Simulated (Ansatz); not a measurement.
Relaxation of BH$_{4}$NO (7 atoms, charge 0, multiplicity 1), to a largest force component of 0.02 eV/Å in at most 40 steps.

Level of theory: RKS r2SCAN-D4/def2-SVP (Ansatz).

```xyz
7
Properties=species:S:1:pos:R:3
B 0.000 0.000 0.000
O 0.000 0.000 1.410
H -0.909 -0.281 1.747
N 1.342 0.000 -0.775
H 1.809 -0.918 -1.027
H 1.794 0.918 -1.053
H -1.030 0.000 -0.595
```

Where does it end, and by what steps?

It converged. After 8 steps the energy has fallen by 1.457 eV; H6 moved furthest, 0.87 Å.

```csv
step,energy less start (eV),largest force component (eV/Å),accepted
0,0.0000,2.906,yes
1,-0.2917,2.949,yes
2,-0.4514,2.547,yes
3,-0.7037,1.693,yes
4,-1.0030,1.589,yes
5,-1.3134,0.795,yes
6,-1.4528,0.122,yes
7,-1.4559,0.069,yes
8,-1.4566,0.010,yes
```

```xyz
7
Properties=species:S:1:pos:R:3
B 0.056 0.069 0.002
O -0.004 -0.526 1.238
H -0.869 -0.426 1.646
N 1.259 0.004 -0.716
H 2.082 -0.464 -0.354
H 1.380 0.418 -1.630
H -0.899 0.645 -0.479
```

Whether the end is a true minimum wasn't checked by a vibrational analysis.

The run took 24 s on 1 thread of Arm Neoverse V1 (shared host), peak memory 0.13 GiB.
